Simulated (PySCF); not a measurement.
# Oxygen: a sound run and one with changed settings

Sound run: O [He] 2s2 2p4, O⁺ [He] 2s2 2p3. All numbers are calculated (PySCF 2.14, scalar relativity by spin-free X2C-1e, in cc-pVTZ-DK). In the sound run the correlated levels freeze 1s2. The sound run starts from symmetry-adapted Hartree-Fock orbitals and uses a fine grid where one is needed.

Changed run: basis STO-3G, all-electron and non-relativistic. This setting is unsound on purpose.

```
species  method  sound run (hartree)  changed run (hartree)  converged
      O     UHF            -74.86387              -73.80415        yes
      O   B3LYP            -75.14508              -74.03485        yes
      O  M06-2X            -75.11840              -74.04134        yes
      O     MP2            -75.00710              -73.80415        yes
     O⁺     UHF            -74.42286              -73.44358        yes
     O⁺   B3LYP            -74.62773              -73.60827        yes
     O⁺  M06-2X            -74.61613              -73.62634        yes
     O⁺     MP2            -74.52055              -73.44358        yes
```

Ionisation energy of O:

| method | sound run (eV) | changed run (eV) |
| --- | --- | --- |
| UHF | 12.001 | 9.812 |
| B3LYP | 14.078 | 11.608 |
| M06-2X | 13.667 | 11.293 |
| MP2 | 13.240 | 9.812 |
| SCS-MP2 | 13.338 | 9.812 |

A minimal basis cannot let orbitals breathe on ionisation and holds almost no correlation. The Hamiltonian changed with the basis, so the totals do not compare.

For comparison, NIST gives 13.618 eV between the lowest levels.
